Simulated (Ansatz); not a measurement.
## Molecular dynamics of CH3FLi, charge +1

Input:

```yaml
crystal:
  periodic: [false, false, false]
  atoms:
    - { symbol: Li, position_ang: [0.195449, -0.067258, -2.555316] }
    - { symbol: C, position_ang: [-0.04733, 0.016497, 0.609898] }
    - { symbol: F, position_ang: [0.072656, -0.02815, -0.834764] }
    - { symbol: H, position_ang: [0.980338, 0.031869, 1.014047] }
    - { symbol: H, position_ang: [-0.598051, -0.892059, 0.911507] }
    - { symbol: H, position_ang: [-0.603064, 0.939001, 0.854628] }
total_charge: 1
magnetization:
  spin_polarized: true
basis:
  gaussian: { orbitals: def2-SVP }
hamiltonian:
  xc: pbe
  dispersion: d4
md:
  timestep: 0.5
  n_steps: 150
  ensemble: nve_milne
  temperature: 300.0
  initial_velocities: maxwell_boltzmann
  seed: 758263
```

Command:

```bash
$ ansatz run input.yaml --threads 1 --pin off --max-ram 2048MiB --backend cpu --events-out ev --progress --plain --runs-dir out
```

It starts from a relaxed structure.

Output, in part (step lines, the closing report, with atoms numbered from 0):

```
md step     0: t =     0.00 fs  T =   300.0 K  F+E_penalty+E_count = -3994.10327210 eV  E_kin = 0.155112 eV  conserved = -3993.94816010 eV  (23 SCF iters)
[... lines left out ...]
Total energy: -3994.01625635 eV, -146.7773901793 hartree
Atom 0 at    -0.010613    -0.175452    -2.488674 Å, force     0.013635    -0.019480    -0.369204 eV/Å
Atom 1 at    -0.123734    -0.034481     0.578976 Å, force    -1.003233     0.348319    -0.133114 eV/Å
Atom 2 at     0.223298     0.052546    -0.831324 Å, force    -0.115276     0.090324     0.343070 eV/Å
Atom 3 at     0.836236    -0.012559     1.118686 Å, force    -0.090222    -0.308027     0.183733 eV/Å
Atom 4 at    -0.795385    -0.919127     0.677742 Å, force     0.695784    -0.113464     0.175446 eV/Å
Atom 5 at    -0.771746     0.841924     0.828550 Å, force     0.499312     0.002328    -0.199931 eV/Å
Dipole moment:    -0.172739    -0.157473    -1.244710 e Å
```

The steps, from the saved trajectory:

```csv
time (fs),T (K),potential energy less start (eV),conserved less start (meV/atom)
0.0,300,0.000,0.00
2.5,204,0.050,0.00
5.0,84,0.111,0.00
7.5,75,0.116,0.00
10.0,206,0.049,0.00
12.5,257,0.022,0.00
15.0,179,0.063,0.00
17.5,77,0.116,0.00
20.0,121,0.092,0.00
22.5,227,0.037,0.00
25.0,241,0.030,0.00
27.5,142,0.082,0.00
30.0,81,0.113,0.00
32.5,158,0.074,0.00
35.0,233,0.035,0.00
37.5,206,0.049,0.00
40.0,82,0.113,0.00
42.5,73,0.118,0.00
45.0,154,0.075,0.00
47.5,240,0.031,0.00
50.0,163,0.071,0.00
52.5,69,0.120,0.00
55.0,81,0.113,0.00
57.5,210,0.047,0.00
60.0,252,0.025,0.00
62.5,143,0.081,0.00
65.0,40,0.135,0.00
67.5,63,0.123,0.00
70.0,201,0.051,0.00
72.5,222,0.041,0.00
75.0,132,0.087,0.00
```

All steps were run. The conserved energy stayed within 0.0038 meV per atom of its start (net change -0.001 meV per atom), so the integration is sound. The temperature averaged 0.48 of the 300 K drawn at the start: a run that starts near a minimum puts about half its kinetic energy into the potential. A run of 0.075 ps of so small a system gives no equilibrium averages. Limits of this set-up: the dipole of an ion depends on the origin.

The same pairs are bonded in the first frame and the last. Pairs count as bonded within 1.25 times the sum of covalent radii (0.12 Å more for H–H).

Last frame:

```xyz
6
Properties=species:S:1:pos:R:3
Li -0.011 -0.175 -2.489
C -0.124 -0.035 0.579
F 0.223 0.052 -0.831
H 0.836 -0.013 1.119
H -0.795 -0.919 0.678
H -0.772 0.842 0.829
```

Run time: 6.6 min on 1 CPU thread of a shared host.
